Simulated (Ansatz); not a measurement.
Process, species as SMILES: CCOC [methoxyethane] + C (CH4) + O (H2O) -> CC (C2H6) [ethane] + 2 OC (CH4O)

Property: bond separation energy (electronic), in kcal/mol. Terms: valence correlation only; no dispersion term unless named; non-relativistic; six Cartesian d functions in 6-31G* and its kin unless marked 5d; 6-311+G** with 5d; LANL2DZ all-electron up to Ne; no spin-orbit coupling. CBS(X,Y): correlation extrapolated as X^-3; Hartree-Fock from the larger set. [CCSD(T)-MP2]/basis is that difference in the basis named. Ab initio and DFT rows: single points at B3LYP-D3(BJ) geometries (Ansatz, an electronic-structure program).

Coupled cluster (Ansatz) is a level with limits of its own, used here on species with T1 under 0.025 (0.045 for open shells) and stable references: RI-MP2/CBS(cc-pVTZ,cc-pVQZ)+[CCSD(T)-MP2]/cc-pVTZ.

Value to compare with, RI-MP2/CBS(cc-pVTZ,cc-pVQZ)+[CCSD(T)-MP2]/cc-pVTZ (Ansatz): 10.1 kcal/mol.

| level | program | bond separation energy (electronic) (kcal/mol) | difference |
|---|---|---|---|
| PBE/STO-3G | Ansatz | 2.6 | -7.5 |
| PBE/3-21G | Ansatz | 6.2 | -3.9 |
| PBE/LANL2DZ | Ansatz | 7.1 | -3.0 |
| PBE/6-31G* | Ansatz | 8.3 | -1.8 |
| PBE/def2-SVP | Ansatz | 7.8 | -2.3 |
| PBE/6-311+G** | Ansatz | 8.7 | -1.4 |
| PBE/def2-TZVPD | Ansatz | 8.6 | -1.5 |

Among the 6 habitual levels, PBE/STO-3G lies farthest from RI-MP2/CBS(cc-pVTZ,cc-pVQZ)+[CCSD(T)-MP2]/cc-pVTZ (Ansatz) (-7.5 kcal/mol); 0 of 6 lie above it, and their mean absolute difference is 3.3 kcal/mol, the median 2.6. One case shows no general order.

The sets are all those run for this method; left out are runs that failed, that the program found above a lower state of the same kind, or whose <S^2> lies over 0.5 above the pure value.
